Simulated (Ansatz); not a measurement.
A made-up structure of CH$_{5}$BN, doublet:

```
8
angstrom
C -0.9663 0.7842 -0.7613
B 0.0406 0.2807 0.5314
N 0.9459 -0.9912 0.3892
H -1.0278 0.1953 -1.8269
H -1.6837 1.7629 -0.6950
H 0.0876 0.9504 1.6955
H 0.9818 -1.6237 -0.5433
H 1.6220 -1.3586 1.2104
```

It is relaxed with PBE-D4/def2-SVP and then PBE0-D4/def2-TZVP (Ansatz 0.2.0). Atoms count as bonded within 1.22 times the sum of their covalent radii (H–H: 0.88 Å). The end point is not checked to be a true minimum.

(1) Does its bonding change? (Judge from chemistry; the calculation decides.)

## Answers

(1) The calculation gives: No: no bond forms or breaks.

Where it ends: The first stage lowers the energy by 1.62 eV in 4 steps. It ends as CH₅BN ([CH2][BH][NH2]):
```json
{"atom": "C1", "x (Å)": "-0.8628", "y (Å)": "0.7001", "z (Å)": "-0.6798"}
{"atom": "B2", "x (Å)": "0.0363", "y (Å)": "0.2505", "z (Å)": "0.4744"}
{"atom": "N3", "x (Å)": "0.8446", "y (Å)": "-0.8851", "z (Å)": "0.3475"}
{"atom": "H4", "x (Å)": "-0.9180", "y (Å)": "0.1746", "z (Å)": "-1.6314"}
{"atom": "H5", "x (Å)": "-1.5032", "y (Å)": "1.5741", "z (Å)": "-0.6202"}
{"atom": "H6", "x (Å)": "0.0781", "y (Å)": "0.8486", "z (Å)": "1.5136"}
{"atom": "H7", "x (Å)": "0.8768", "y (Å)": "-1.4499", "z (Å)": "-0.4850"}
{"atom": "H8", "x (Å)": "1.4482", "y (Å)": "-1.2130", "z (Å)": "1.0809"}
```

Labels in which every atom is bracketed show which atoms are joined, not bond orders.

For scale, one of the runs: PBE0-D4/def2-TZVP relaxation, 123 basis functions, launched by `ansatz run in.yaml --threads 2 --pin off --events-out ev --progress --plain --max-ram 4352MiB`. Hardware: 2 CPU threads of an Arm Neoverse N1, shared host. Wall time about 23 s.
